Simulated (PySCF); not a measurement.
System (SMILES): [SiH4] (SiH4).
Geometry (B3LYP-D3(BJ)/def2-TZVP, fixed):
```xyz
5

Si     0.0000     0.0000     0.0000
H      0.8756     0.8547     0.8331
H     -0.8222    -0.8655     0.8753
H     -0.8862     0.8545    -0.8220
H      0.8328    -0.8437    -0.8864
```

Basis-set convergence of the lowest singlet excitation energy at PBE with PySCF. Tamm-Dancoff approximation; the state is taken by its order, and sets in which it differs in degeneracy or brightness are left out, yet its character can still change. All functions are spherical. Density fitting with generated auxiliary sets. In sets without p functions on hydrogen, species with hydrogen take exact integrals. No added dispersion term, no relativity. Reference: the value in aug-pcseg-3, 8.108 eV, itself unsure by roughly 0.027 eV (its mean distance from aug-cc-pV(Q+d)Z, aug-pcseg-2, aug-cc-pV(T+d)Z). Deviations are taken from unrounded values. Cost is core time over that of 6-311+G**, rough, on shared machines of one kind; a dash marks a row that isn't timed (too short, read off another run, short of memory, by another algorithm or on other hardware).

```tsv
basis	functions	lowest singlet excitation energy (eV)	minus reference (eV)	cost
6-31+G*	30	8.401	0.293	-
6-311+G**	54	8.428	0.320	1×
aug-pcseg-1	63	8.169	0.061	1×
aug-cc-pV(D+d)Z	68	8.178	0.070	1×
6-311++G(2d,2p)	75	8.253	0.145	2×
def2-TZVPD	79	8.464	0.356	2×
jun-cc-pV(T+d)Z	104	8.375	0.267	3×
def2-TZVPPD	116	8.460	0.352	3×
aug-pcseg-2	142	8.123	0.015	5×
pcseg-3	196	8.451	0.343	7×
def2-QZVPPD	208	8.282	0.174	9×
aug-cc-pV(Q+d)Z	273	8.129	0.021	10×
aug-pcseg-3	285	8.108	0.000	20×
```
